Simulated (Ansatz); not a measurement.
`CC#CC=O` → `C#COC=C`  (isomerisation)

Isolated molecules relaxed with PBE0-D4/def2-TZVP in Ansatz; ΔE leaves out vibrations. CCSD(T)/CBS is the MP2 limit (def2-TZVPP, def2-QZVPP) plus CCSD(T) − MP2 in def2-TZVPP, frozen cores. DFT in def2-TZVPP. B3LYP here is the variant with VWN-RPA as its local correlation; programs differ in this. Each species was taken in one conformer, which may not be the lowest.

CCSD(T)/CBS gives +120.5 kJ/mol.

Another level gave +131.7 kJ/mol. Which?
A. ωB97M-V/def2-TZVPP
B. B3LYP/def2-TZVPP
C. SCS-MP2/def2-TZVPP
D. ωB97X-V/def2-TZVPP

C. SCS-MP2/def2-TZVPP 131.7, B3LYP 126.8, ωB97X-V 122.6, ωB97M-V 118.5 kJ/mol.

Largest T1 diagnostic among the species: 0.015.

The D4 term adds −3.2 kJ/mol with B3LYP and −1.7 kJ/mol with PBE0; it sums over pairs of atoms, weighted by their polarisabilities, and B3LYP, whose exchange is more repulsive, gets the larger term.
